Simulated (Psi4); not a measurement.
This Psi4 input (MP2/cc-pV(Q+d)Z) gives -535.40917 Eh with 149 basis functions.

```
memory 8100 MB

molecule {
0 1
O     0.02204159    1.10436371   -0.00118827
H    -0.92327012    1.31460394    0.01604549
Cl    0.04393750   -0.59703021   -0.00038467
}

set {
  basis cc-pv(q+d)z
  scf_type df
  freeze_core true
}

energy('mp2')
print_variables()
```

Change:
```diff
- basis cc-pv(q+d)z
+ basis aug-cc-pv(q+d)z
```

Task: What does the run give now?

Result: -535.41513 Eh (MP2/aug-cc-pV(Q+d)Z, 215 functions), a change of -5.96 mEh.
